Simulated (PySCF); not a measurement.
NO (doublet state).
Numbering: `[N:1]=[O:2]`

Level of theory: UKS B3LYP, pcH-1 on N O, non-relativistic, mean-field spin-orbit, GIAO in PySCF. Geometry: GFN2-xTB; no solvent, vibrations or thermal averaging. A GFN2-xTB geometry isn't a minimum of the functional, and hyperfine couplings can be far from their values at a DFT geometry.

Output of the driver script. Atoms in this output count from 0.

```
UKS, coarse grid
  cycle   1  E = -129.84676056  |g| = 3.74e-01
  cycle   2  E = -129.57546139  |g| = 9.61e-01
  cycle   3  E = -129.89441208  |g| = 4.40e-02
  cycle   4  E = -129.89505826  |g| = 1.14e-02
  cycle   5  E = -129.89510414  |g| = 3.33e-03
  cycle   6  E = -129.89510924  |g| = 5.26e-04
UKS, final grid
  cycle   1  E = -129.89510574  |g| = 3.58e-04
  cycle   2  E = -129.89510581  |g| = 6.16e-04
  cycle   3  E = -129.89510596  |g| = 1.70e-04
  cycle   4  E = -129.89510601  |g| = 9.69e-05
  cycle   5  E = -129.89510604  |g| = 1.22e-05
  cycle   6  E = -129.89510604  |g| = 3.44e-06
internal stability: stable
E = -129.89510604 Eh   <S^2> = 0.7526 (exact 0.7500)
g shifts (ppm)      1          2          3
  rmc          -295       -295       -295
  gc             68         -9         45
  oz_so     -135105       -143       3770
  total     -135332       -446       3520
hyperfine (MHz)  atom isotope    a_iso     a_fc   dipolar eigenvalues
    0   14N      16.71      16.71    -40.24    -38.86     79.10
    1   17O     -25.40     -25.40   -141.45     65.74     75.71
```

Task: Find the weak point of this converged calculation.

Result: The species is linear, yet the g tensor isn't that of a Σ state, which would be axial with no orbital-Zeeman term along the axis. Here the shifts are -135332, -446, 3520 ppm, with orbital-Zeeman/spin–orbit parts of -135105, -143, 3770 ppm. That is what a determinant gives that fills the components of a degenerate π or δ shell unevenly. Such a state carries orbital angular momentum about the axis, which this second-order treatment can't describe.
